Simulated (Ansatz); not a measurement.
System: C2H5O (charge -1, singlet). It need not be the lowest isomer of its formula. Whether it binds its extra electron was not tested at this geometry. 
Coordinates optimised at B3LYP-D3(BJ)/def2-TZVP (Ansatz, a program for electronic structure):
```
C
O 1 1.3887
H 1 1.1065 2 109.66
H 1 1.1080 3 108.26 2 -122.70
H 1 1.1080 3 108.26 4 -114.60
C 2 1.4833 1 114.44 3 180.00
H 6 1.1209 2 104.86 1 -54.15
H 6 1.1209 7 103.15 2 -109.54
```
Charge -1, spin multiplicity 1.

Basis-set convergence of Hartree-Fock and CCSD correlation energies (hartree) with Ansatz. Correlated levels leave the core frozen unless marked. No spin-orbit coupling. No relativistic terms. This anion needs diffuse functions, which these sets lack.

```csv
basis,functions,E(HF),"E(corr, CCSD)"
cc-pVDZ,-,-153.37288,-0.52180
cc-pVTZ,160,?,?
```

Fill in the missing entries.


- cc-pVTZ, E(HF): -153.42912
- cc-pVTZ, E(corr, CCSD): -0.63684
